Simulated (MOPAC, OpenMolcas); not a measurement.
# CH5Si (SMILES C[SiH2]): the dipole moment, rung by rung

CH5Si has 7 atoms, charge 0, and is taken as a doublet. SMILES: `C[SiH2]`. Geometry: relaxed at PBE0-D4/def2-TZVP.

```csv
atom,x (Å),y (Å),z (Å)
C,-0.1226,-0.8032,0.0952
Si,0.1762,1.0348,0.3140
H,-0.2048,-1.0549,-0.9666
H,0.6992,-1.3833,0.5195
H,-1.0471,-1.1077,0.5895
H,-0.9515,1.8464,-0.2257
H,1.4506,1.4680,-0.3260
```

Quantity: the dipole moment, in D. The values are calculated.

```tsv
level	kind	program	value (D)	CPU time
PM3	semi-empirical	MOPAC	0.69	under 2 s
PM7	semi-empirical	MOPAC	0.64	under 2 s
UHF/aug-cc-pVDZ	Hartree–Fock	OpenMolcas	0.85	13 s
USVWN5/aug-cc-pVDZ	LDA	OpenMolcas	0.97	33 s
UBLYP/aug-cc-pVDZ	GGA	OpenMolcas	0.91	55 s
U-r2SCAN/aug-cc-pVDZ	meta-GGA	OpenMolcas	0.94	79 s
UM06-2X/aug-cc-pVDZ	hybrid meta-GGA	OpenMolcas	0.82	80 s
```

The values span 0.64 to 0.97 D. Magnitudes only: a small dipole may point the other way at some levels. CPU times are rough (shared hosts, several kinds of processor): they show what a rung costs within a factor of a few.
